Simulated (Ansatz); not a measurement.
A nudged elastic band was laid between two geometries of CH$_{5}$AlN (8 atoms, charge -1, multiplicity 1).

Level of theory: RKS PBE/def2-SVP in Ansatz 0.2.0.

- movable images: 9
- climbing image: yes
- spring: 5.0 eV/Å²
- optimiser: quadratic models (default)
- start path: IDPP
- force threshold: 0.05 eV/Å
- iteration limit: 10
- end points: relaxed

Initial state:

```xyz
8
Properties=species:S:1:pos:R:3
C -0.786 0.806 -1.221
Al -0.101 0.358 0.438
N 0.678 -1.274 0.934
H -0.810 0.150 -2.117
H -1.337 1.753 -1.400
H -0.056 1.348 1.753
H 1.568 -1.198 1.443
H 0.845 -1.943 0.170
```

Final state:

```xyz
8
Properties=species:S:1:pos:R:3
C -0.667 0.877 -1.241
Al -0.136 0.339 0.449
N 1.030 -1.068 0.867
H -0.349 0.418 -2.201
H -1.263 1.798 -1.415
H -0.637 1.008 1.867
H 1.322 -1.659 0.077
H 0.700 -1.714 1.597
```

**Question.** What changes between the two ends?

**Answer.** No bond is made or broken. The dihedral H6–Al2–N3–H8 goes from -171 to 47°. The two ends are copies of one structure, up to a mirror image or an exchange of like atoms.

**Question.** Give the energies along the band, and the barrier.

**Answer.** The run converged. The highest image is number 5 of 0 to 10, 5.4 kJ/mol above the ends, which have the same energy within 2 meV. Another band between the same ends (9 images) ends at a top of the same energy, where a vibrational analysis finds 1 clearly imaginary mode. Limits of this set-up: an anion without diffuse functions, the dipole of an ion depends on the origin.

```csv
image,path coordinate (Å),energy (kJ/mol),dihedral H6–Al2–N3–H8 (°)
0,0.00,0.0,-171
1,0.28,0.5,176
2,0.57,1.8,163
3,0.85,3.5,150
4,1.13,4.9,136
5,1.42,5.4,122
6,1.70,4.8,108
7,1.97,3.5,93
8,2.25,1.8,77
9,2.53,0.5,62
10,2.81,0.0,47
```

**Question.** What is the geometry of the highest image?

**Answer.** 
```xyz
8
Properties=species:S:1:pos:R:3
C -0.463 0.900 -1.221
Al -0.220 0.332 0.525
N 0.672 -1.249 1.082
H -0.114 0.365 -2.131
H -0.995 1.839 -1.485
H -0.766 1.177 1.825
H 1.641 -1.272 0.732
H 0.245 -2.093 0.673
```

The run took 100 s on 1 thread of Arm Neoverse V1, with other jobs on the host, peak memory 0.12 GiB.
